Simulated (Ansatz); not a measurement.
Carbon monoxide. The species carries charge 0 and has multiplicity 1.

(1) What are the harmonic wavenumbers in cm⁻¹ at PBE0-D4/def2-TZVP (Ansatz, finite differences of forces, unscaled)? (Best estimate.)

(2) Is this a minimum?

(3) Give the ideal-gas thermochemistry at 298.15 K and 1 bar (rigid rotor, harmonic oscillator; point group C∞v, symmetry number 1).

(4) And at 400, 500, 600, 800 and 1000 K?

Answers

(1) Ansatz gave: 2239.

(2) Yes, all 1 modes are real.

(3) Zero-point energy 13.4 kJ/mol; H(298) − E = 22.1 kJ/mol; entropy 197.5 J/(mol·K), of which translation 150.4, rotation 47.1, vibration 0.0; G(298) − E = -36.8 kJ/mol.

(4) 
| T (K) | H − E (kJ/mol) | S (J/mol/K) | G − E (kJ/mol) |
| --- | --- | --- | --- |
| 400 | 25.0 | 206.1 | -57.4 |
| 500 | 28.0 | 212.7 | -78.4 |
| 600 | 31.0 | 218.1 | -99.9 |
| 800 | 37.2 | 227.0 | -144.5 |
| 1000 | 43.6 | 234.2 | -190.6 |
